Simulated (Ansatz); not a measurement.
# CHClO (singlet): from a generated start to a stationary point

Aim: relax a generated start of CHClO (singlet) and see which bonds hold.

The runs use Ansatz 0.2.0, Gaussian basis; RKS PBE0/def2-TZVP.

## (1) The starting structure

4 atoms, charge 0, spin multiplicity 1.

Atoms are counted from 1 here; the program's logs count them from 0.

Bond lengths: Cl1–C2 1.696 Å, C2–O3 1.319 Å, O3–H4 0.970 Å. Angles: Cl1–C2–O3 108.5°, C2–O3–H4 110.2°.

The start was built by rule and, where that kept it together, relaxed with GFN2-xTB. Sticks and bond lists go by distance. 

## (2) The run

The input, in.yaml:

```yaml
crystal:
  periodic: [false, false, false]
  atoms:
    - {symbol: Cl, position_ang: [-0.913910, -0.253268, -0.002481]}
    - {symbol: C, position_ang: [0.460041, 0.740371, 0.006827]}
    - {symbol: O, position_ang: [1.532708, -0.027201, 0.000048]}
    - {symbol: H, position_ang: [2.334510, 0.517837, 0.005163]}
basis:
  gaussian: {orbitals: def2-TZVP}
hamiltonian: {xc: pbe0}
relax: {f_tol: 0.004, max_steps: 80}
```

Launch:

```bash
$ ansatz run in.yaml --threads 1 --pin off --events-out ev --progress --plain --max-ram 2176MiB
```

What does the calculation give? Wanted: energy gained; shift from the start; total energy; dipole moment.

**Answer**, as computed:

```
                  quantity           value
                     steps               5
             energy gained        0.042 eV
shift from the start (rms)         0.025 Å
              total energy  -15614.7312 eV
             dipole moment          2.38 D
```

What this shows: The bonds of the start are those of the end. Cl1–C2 went from 1.696 to 1.740 Å. No vibrations were run, so this is a stationary point, not a proven minimum, and this spin need not be the ground state's.
